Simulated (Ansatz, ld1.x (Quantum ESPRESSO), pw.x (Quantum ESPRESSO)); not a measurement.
What a changed setting does to a pw.x run (fcc C)

Potential: ultrasoft, ld1.x (Quantum ESPRESSO) 7.5, PBEsol; core [He], reference 2s1.5 2p2.5; waves: 2s (bound): rcut 1.20, rcutus 1.35 bohr; 2s channel at -0.5 Ry: rcut 1.20, rcutus 1.35 bohr; 2p (bound): rcut 1.55, rcutus 2.00 bohr; 2p channel at 3.05 Ry: rcut 1.55, rcutus 2.00 bohr; local part: all-electron potential smoothed inside 1.45 bohr (lloc = -1); core correction: none; augmentation: PSQ, inside the norm-conserving radii.

The reference run (k-mesh 18³, cutoffs 40/320 Ry, Fermi–Dirac 0.01 Ry, mixing_beta 0.4, conv_thr 1e-9, no spin) gives -2.77 GPa at 7.154 Å³/atom, where all-electron LAPW gives -3.62 GPa. This run, with its own iteration cap, changes ecutrho/ecutwfc to 2.

```
&control
  calculation='scf', prefix='x', pseudo_dir='./', outdir='./tmp', tstress=.true., disk_io='none'
/
&system
  ibrav=0, nat=1, ntyp=1, ecutwfc=40, ecutrho=80, nbnd=9,
  occupations='smearing', smearing='fd', degauss=0.01
/
&electrons
  conv_thr=1e-09, mixing_beta=0.4, electron_maxstep=70
/
ATOMIC_SPECIES
C 1.0 C.UPF
CELL_PARAMETERS angstrom
  0.00000000 1.52934798 1.52934798
  1.52934798 0.00000000 1.52934798
  1.52934798 1.52934798 0.00000000
ATOMIC_POSITIONS crystal
C 0.0000 0.0000 0.0000
K_POINTS automatic
18 18 18 0 0 0
```

```bash
pw.x < C.scf.in > C.scf.out
```

**Question.** How does the run end?

**Answer.** It converges in 15 iterations; the free energy moves by +0.1 meV/atom and the pressure by +0.02 GPa. Below 4 the density is truncated and F is no longer variational, so a small shift in one case is no licence.

```
Message from routine set_cutoff:
     ecutrho < 4*ecutwfc, are you sure?
     Message from routine setup:
     using ibrav=0 with symmetry is DISCOURAGED, use correct ibrav instead
     lattice parameter (alat)  =       4.0871  a.u.
     unit-cell volume          =      48.2776 (a.u.)^3
     number of electrons       =         4.00
     number of Kohn-Sham states=            9
     kinetic-energy cutoff     =      40.0000  Ry
     charge density cutoff     =      80.0000  Ry
     scf convergence threshold =      1.0E-09
     Exchange-correlation= PBESOL
     number of k points=   195  Fermi-Dirac smearing, width (Ry)=  0.0100
     iteration #  1     ecut=    40.00 Ry     beta= 0.40
     c_bands:  1 eigenvalues not converged
     c_bands:  1 eigenvalues not converged
     c_bands:  1 eigenvalues not converged
     c_bands:  1 eigenvalues not converged
     c_bands:  1 eigenvalues not converged
     c_bands:  1 eigenvalues not converged
     [... 24 repeated lines left out ...]
     total energy              =     -11.05077561 Ry
     estimated scf accuracy    <       0.00190934 Ry
     iteration #  2     ecut=    40.00 Ry     beta= 0.40
     total energy              =     -11.05080575 Ry
     estimated scf accuracy    <       0.00056199 Ry
     iteration #  3     ecut=    40.00 Ry     beta= 0.40
     total energy              =     -11.05093784 Ry
     estimated scf accuracy    <       0.00001068 Ry
     iteration #  4     ecut=    40.00 Ry     beta= 0.40
     [... 72 repeated lines left out ...]
     total energy              =     -11.05119364 Ry
     estimated scf accuracy    <       0.00000076 Ry
     iteration #  5     ecut=    40.00 Ry     beta= 0.40
     [... 21 repeated lines left out ...]
     total energy              =     -11.05121018 Ry
     estimated scf accuracy    <       0.00000081 Ry
     iteration #  6     ecut=    40.00 Ry     beta= 0.40
     [... 2 repeated lines left out ...]
     total energy              =     -11.05121023 Ry
     estimated scf accuracy    <       0.00000066 Ry
     [... 3 iterations left out ...]
     iteration # 10     ecut=    40.00 Ry     beta= 0.40
     total energy              =     -11.05121052 Ry
     estimated scf accuracy    <       0.00000032 Ry
     iteration # 11     ecut=    40.00 Ry     beta= 0.40
     total energy              =     -11.05121061 Ry
     estimated scf accuracy    <       0.00000062 Ry
     iteration # 12     ecut=    40.00 Ry     beta= 0.40
     total energy              =     -11.05121069 Ry
     estimated scf accuracy    <       0.00000062 Ry
     iteration # 13     ecut=    40.00 Ry     beta= 0.40
     total energy              =     -11.05121138 Ry
     estimated scf accuracy    <       0.00000059 Ry
     iteration # 14     ecut=    40.00 Ry     beta= 0.40
     total energy              =     -11.05121178 Ry
     estimated scf accuracy    <          4.1E-09 Ry
     iteration # 15     ecut=    40.00 Ry     beta= 0.40
     [... 60 repeated lines left out ...]
     the Fermi energy is    10.7849 ev
!    total energy              =     -11.05121242 Ry
     estimated scf accuracy    <          9.4E-10 Ry
     smearing contrib. (-TS)   =      -0.00169853 Ry
     The total energy is F=E-TS. E is the sum of the following terms:
     one-electron contribution =       4.44670036 Ry
     hartree contribution      =       0.36697907 Ry
     xc contribution           =      -3.17174793 Ry
     ewald contribution        =     -12.69144538 Ry
     convergence has been achieved in  15 iterations
          total   stress  (Ry/bohr**3)                   (kbar)     P=      -27.54
     Message from routine punch:
     Nothing written, as per user request (disk_io='none')
```

The run took about 5.6 s on one core of a shared host (Neoverse-V2, 96 threads, 742 GiB, load 52).
